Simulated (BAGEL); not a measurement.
# C4H4F+ (SMILES FC[c+]1cc1): HF/def2-SVP (density fitting with qzvpp-jkfit)

What is the energy change on altering one bond length of C4H4F+ at HF/def2-SVP (density fitting with qzvpp-jkfit)? 

Program for the calculation: BAGEL 1.2.2.

6 further runs of the same task are left out: 6 that didn't finish. Runs told in other sessions of the task aren't counted.

## (1) The structure to begin with

C4H4F+ has 9 atoms, charge +1, and is taken as a singlet. As SMILES, `FC[c+]1cc1`. The coordinates come from a GFN2-xTB relaxation. This is one conformer, not always the lowest.

Bond lengths: F1–C2 1.350 Å, C2–C3 1.438 Å, C3–C4 1.392 Å, C3–C5 1.396 Å, C4–C5 1.364 Å, C2–H6 1.106 Å, C2–H7 1.106 Å, C4–H8 1.071 Å, C5–H9 1.071 Å. Some angles: F1–C2–C3 111.8°, C2–C3–C4 152.5°, C2–C3–C5 148.9°, C4–C3–C5 58.6°, C3–C4–C5 60.9°, C3–C5–C4 60.6°, F1–C2–H6 108.4°, F1–C2–H7 108.4°, C3–C2–H6 110.5°, C3–C2–H7 110.5°.

## (2) The energy at HF/def2-SVP (density fitting with qzvpp-jkfit)

job.json

```json
{ "bagel" : [

{
  "title" : "molecule",
  "basis" : "svp",
  "df_basis" : "qzvpp-jkfit",
  "angstrom" : true,
  "geometry" : [
    { "atom" : "F", "xyz" : [       0.171670,       2.069350,      -0.675800 ] },
    { "atom" : "C", "xyz" : [       0.566300,       0.794510,      -0.882190 ] },
    { "atom" : "C", "xyz" : [      -0.031910,      -0.110430,       0.062150 ] },
    { "atom" : "C", "xyz" : [      -0.233110,      -1.378260,       0.600920 ] },
    { "atom" : "C", "xyz" : [      -0.876400,      -0.311270,       1.155860 ] },
    { "atom" : "H", "xyz" : [       1.669520,       0.754920,      -0.811570 ] },
    { "atom" : "H", "xyz" : [       0.298440,       0.508720,      -1.916950 ] },
    { "atom" : "H", "xyz" : [      -0.023350,      -2.427940,       0.579900 ] },
    { "atom" : "H", "xyz" : [      -1.541150,       0.100410,       1.887700 ] }
  ]
},

{ "title" : "hf", "charge" : 1 },

{ "title" : "print", "file" : "orbitals.molden", "orbitals" : true }

]}
```

On the command line:

```
BAGEL_NUM_THREADS=1 BAGEL job.json > job.out
```

What it wrote:

```text
* using 1 threads per process

  ===============================================================
  ===============================================================

  *** Geometry ***

  { "atom" : "F", "xyz" : [      0.324409,      3.910505,     -1.277077 ] },
  { "atom" : "C", "xyz" : [      1.070152,      1.501406,     -1.667097 ] },
  { "atom" : "C", "xyz" : [     -0.060301,     -0.208682,      0.117446 ] },
  { "atom" : "C", "xyz" : [     -0.440514,     -2.604534,      1.135574 ] },
  { "atom" : "C", "xyz" : [     -1.656156,     -0.588215,      2.184259 ] },
  { "atom" : "H", "xyz" : [      3.154936,      1.426592,     -1.533645 ] },
  { "atom" : "H", "xyz" : [      0.563970,      0.961341,     -3.622510 ] },
  { "atom" : "H", "xyz" : [     -0.044125,     -4.588142,      1.095852 ] },
  { "atom" : "H", "xyz" : [     -2.912351,      0.189747,      3.567236 ] },

  Number of auxiliary basis functions:      449

  Since a DF basis is specified, we compute 2- and 3-index integrals:
    o Being stored without compression. Storage requirement is 0.029 GB

  Number of basis functions:       90
  Number of electrons      :       37

    * METHOD: MOLECULE                             0.34

  *** RHF ***

  === Nuclear Repulsion ===
   152.4636670660

      * DIIS with orbital gradients will be used.

  === RHF iteration (svp) ===
      0       -252.55765588          0.01357715           0.08
      1       -252.66627329          0.00697442           0.08
      2       -252.69251084          0.00176455           0.08
      3       -252.69479088          0.00026384           0.08
      4       -252.69483595          0.00009864           0.08
      5       -252.69484466          0.00002926           0.08
      6       -252.69484574          0.00000843           0.08
      7       -252.69484585          0.00000337           0.08
      8       -252.69484586          0.00000144           0.08
      9       -252.69484587          0.00000069           0.08
     10       -252.69484587          0.00000019           0.08
     11       -252.69484587          0.00000008           0.08
     12       -252.69484587          0.00000002           0.08
     13       -252.69484587          0.00000001           0.08
    * SCF iteration converged.

    * Permanent dipole moment:
           (    0.229490,     2.144404,    -0.764830) a.u.

    * METHOD: HF                                   1.28

    * METHOD: PRINT                                0.03

  ===============================================================
```

It took 1.8 s on 1 thread of Arm Neoverse N1, shared host; peak memory 0.12 GiB.

## (3) The distorted shape, same level

job.json

```json
{ "bagel": [

{
  "title": "molecule",
  "basis": "svp",
  "df_basis": "qzvpp-jkfit",
  "angstrom": true,
  "geometry": [
    { "atom": "F", "xyz": [    0.053282,    2.451798,   -0.613884 ] },
    { "atom": "C", "xyz": [    0.566300,    0.794510,   -0.882190 ] },
    { "atom": "C", "xyz": [   -0.031910,   -0.110430,    0.062150 ] },
    { "atom": "C", "xyz": [   -0.233110,   -1.378260,    0.600920 ] },
    { "atom": "C", "xyz": [   -0.876400,   -0.311270,    1.155860 ] },
    { "atom": "H", "xyz": [    1.669520,    0.754920,   -0.811570 ] },
    { "atom": "H", "xyz": [    0.298440,    0.508720,   -1.916950 ] },
    { "atom": "H", "xyz": [   -0.023350,   -2.427940,    0.579900 ] },
    { "atom": "H", "xyz": [   -1.541150,    0.100410,    1.887700 ] }
  ]
},
{
  "title": "hf",
  "charge": 1
},
{
  "title": "print",
  "file": "orbitals.molden",
  "orbitals": true
}

]}
```

On the command line:

```
BAGEL_NUM_THREADS=1 BAGEL job.json > job.out
```

What it wrote:

```text
* using 1 threads per process

  ===============================================================
  ===============================================================

  *** Geometry ***

  { "atom" : "F", "xyz" : [      0.100688,      4.633227,     -1.160073 ] },
  { "atom" : "C", "xyz" : [      1.070152,      1.501406,     -1.667097 ] },
  { "atom" : "C", "xyz" : [     -0.060301,     -0.208682,      0.117446 ] },
  { "atom" : "C", "xyz" : [     -0.440514,     -2.604534,      1.135574 ] },
  { "atom" : "C", "xyz" : [     -1.656156,     -0.588215,      2.184259 ] },
  { "atom" : "H", "xyz" : [      3.154936,      1.426592,     -1.533645 ] },
  { "atom" : "H", "xyz" : [      0.563970,      0.961341,     -3.622510 ] },
  { "atom" : "H", "xyz" : [     -0.044125,     -4.588142,      1.095852 ] },
  { "atom" : "H", "xyz" : [     -2.912351,      0.189747,      3.567236 ] },

  Number of auxiliary basis functions:      449

  Since a DF basis is specified, we compute 2- and 3-index integrals:
    o Being stored without compression. Storage requirement is 0.029 GB

  Number of basis functions:       90
  Number of electrons      :       37

    * METHOD: MOLECULE                             0.34

  *** RHF ***

  === Nuclear Repulsion ===
   143.9207686627

      * DIIS with orbital gradients will be used.

  === RHF iteration (svp) ===
      0       -252.39313856          0.01674251           0.08
      1       -252.51509191          0.01276594           0.08
      2       -252.61329731          0.00224790           0.08
      3       -252.61766218          0.00052670           0.08
      4       -252.61787352          0.00018347           0.08
      5       -252.61791750          0.00006489           0.08
      6       -252.61792430          0.00002599           0.08
      7       -252.61792524          0.00000716           0.08
      8       -252.61792532          0.00000182           0.08
      9       -252.61792532          0.00000084           0.08
     10       -252.61792532          0.00000028           0.08
     11       -252.61792532          0.00000011           0.08
     12       -252.61792532          0.00000005           0.08
     13       -252.61792532          0.00000002           0.08
     14       -252.61792532          0.00000001           0.08
    * SCF iteration converged.

    * Permanent dipole moment:
           (    0.070893,     2.906670,    -0.737686) a.u.

    * METHOD: HF                                   1.40

    * METHOD: PRINT                                0.04

  ===============================================================
```

Wall time 1.9 s (1 thread of Arm Neoverse N1, shared host); peak memory 0.12 GiB.

## (4) Results

At HF/def2-SVP (density fitting with qzvpp-jkfit):

```
                                                         quantity          value
                                        first shape: total energy  -252.69485 Eh
                                         first shape: HOMO energy      -19.19 eV
                                         first shape: LUMO energy       -3.22 eV
                                       first shape: HOMO–LUMO gap       15.97 eV
                                    distorted shape: total energy  -252.61793 Eh
                                     distorted shape: HOMO energy      -19.68 eV
                                     distorted shape: LUMO energy       -3.51 eV
                                   distorted shape: HOMO–LUMO gap       16.17 eV
energy change with the F1–C2 bond stretched from 1.350 to 1.755 Å       2.093 eV
```

In words: With the F1–C2 bond stretched from 1.350 to 1.755 Å the energy rises by 2.09 eV (202 kJ/mol). The first shape isn't relaxed at this level, so the change isn't measured from a minimum.
